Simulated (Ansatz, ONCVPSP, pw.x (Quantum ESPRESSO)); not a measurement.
**tantalum (Ta) (fcc): variants of one ONCV potential in the solid**

tantalum, optimised norm-conserving Vanderbilt (ONCV), made with ONCVPSP 4.0.1 (LDA (Perdew-Wang 92), scalar-relativistic). Core [Kr] 4d10 4f14, reference 5s2 5p6 5d3 6s2. Waves: 5s+6s: rc 1.55 bohr, ncon 4, nbas 8, qcut 8.5 1/bohr, 2 projectors; 5p: rc 1.90 bohr, ncon 3, nbas 6, qcut 8.4 1/bohr, 2 projectors, debl 1.3 Ha; 5d: rc 2.55 bohr, ncon 4, nbas 8, qcut 6.5 1/bohr, 2 projectors, debl 3.8 Ha. Local part: polynomial inside 1.55 bohr (lpopt 5, dvloc0 4 Ha). Core correction: none.

In the p channel the program set the typed energies aside and used -1.454, 0.250 Ha.

Crystal test: fcc Ta in pw.x 7.5, no spin, 14³ k-points, Fermi–Dirac smearing 0.01 Ry, cutoffs set for each file from its atomic test. The reference is all-electron LAPW (Ansatz 0.2.0) with the same functional, mesh and smearing; V0 and B0 come from Birch–Murnaghan fits to the pressures at five volumes. Errors are pseudo minus all-electron; Δ is the rms difference of the E(V) curves that follow from these fits, minima aligned, over ±6 % about the mean V0. Mesh and smearing are coarse, so the numbers serve the comparison and aren't converged zero-temperature values; the lattice is a test structure that the element need not adopt.

All-electron: a0 = 4.141 Å (V0 = 17.76 Å³/atom), B0 = 207.3 GPa.

3 further variants are left out: they gave no file fit for a test, a broken result, the same result as the base, or pressures whose basis-set error rivals the error shown.

```csv
change,cutoffs (Ry),pw.x,a0 (Å),a0 error (%),B0 error (%),Δ (meV/atom),mean pressure error (GPa)
base,70/280,converged; energies reset by the program,4.122,-0.47,-0.4,11.4,-2.84
"all radii scaled by about 1.32 (s 2.04, p 2.52, d 3.36 bohr); local potential polynomial inside 2.04 bohr (lpopt 5, dvloc0 4 Ha)",55/220,converged; energies reset by the program,4.137,-0.10,-1.1,2.4,-0.60
```

Problem. Give the row for: all radii scaled by about 1.20 (s 1.86, p 2.28, d 3.06 bohr); local potential polynomial inside 1.86 bohr (lpopt 5, dvloc0 4 Ha).

Solution. pw.x: converged; energies reset by the program; mean pressure error (GPa): -1.18; a0 (Å): 4.133; a0 error (%): -0.19; B0 error (%): -0.9; Δ (meV/atom): 4.7.
